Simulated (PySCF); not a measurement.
**Spin states of P₂⁺**

Unrestricted PBE0; PySCF, no relativity, basis sets P aug-pcseg-1. Outer shells of the fragments: P+ 3s2 3p2; P 3s2 3p3.

Followed along the bond (rough minima from three points):

| 2Ms+1 | unpaired | ⟨S²⟩ at the start | R at minimum (Å) | Te (eV) |
| --- | --- | --- | --- | --- |
| 2 | π ↑ | 0.97 | 1.98 | 0.00 |
| 2 | σ ↑ | 1.63 | 1.89 | 0.42 |
| 4 | π ↑↑↑ | 3.76 | 2.24 | 1.63 |
| 2 | π ↑↑↓ | 1.76 | 2.24 | 2.05 |
| 6 | σ ↑, π ↑↑↑↑ | 8.75 | none in the scan | ≤ 2.75 |

Solutions found at the starting distance of 2.230 Å, counted from the lowest of them; the search is not exhaustive and high or unbound solutions are not listed, so other states can lie among these:

```csv
2Ms+1,unpaired,term,E (eV),⟨S²⟩,⟨Lz²⟩
2,π ↑,²Π,0.00,0.97,1.07
2,σ ↑,mixed,0.82,1.63,0.00
4,π ↑↑↑,⁴Π,0.99,3.76,1.01
2,π ↑↑↓,mixed,1.42,1.76,3.03
4,"σ ↑, π ↑↑",mixed,1.84,3.96,2.02
2,"σ ↓, π ↑↑",mixed,2.34,1.78,2.01
6,"σ ↑, π ↑↑↑↑",⁶Σ⁺,2.38,8.75,0.00
4,"σ ↑, π ↑↑",mixed,2.54,3.76,2.00
2,π ↑,mixed,2.86,0.76,3.01
2,"σ ↓, π ↑↑",mixed,3.04,1.77,2.01
4,"σ ↓, π ↑↑↑↑",mixed,3.35,4.79,0.00
4,"σ ↑↑, π ↑",⁴Π,5.58,4.00,1.08
4,π ↑↑↑,⁴Π,5.77,3.77,1.00
6,"σ ↑↑, π ↑↑↑",⁶Π,6.04,8.75,1.01
```

A term symbol is given only where ⟨S²⟩ and ⟨Lz²⟩ are close to those of a pure state; real π, δ and φ orbitals otherwise mix terms, and g/u labels are left off.

Task: Compare the gap between the two lowest followed solutions at the starting distance with the gap between their minima.

Result: At PBE0 the second solution (Ms = 0.5 of mixed spin, unpaired electrons σ ↑) lies +0.82 eV from the first (doublet, unpaired electrons π ↑) at 2.230 Å and +0.42 eV at the minima; the two curves relax by different amounts, since their minima lie near 1.89 and 1.98 Å.

Counting both spins, an empty level lies below a filled one in some of these solutions, because spin and occupation are held.
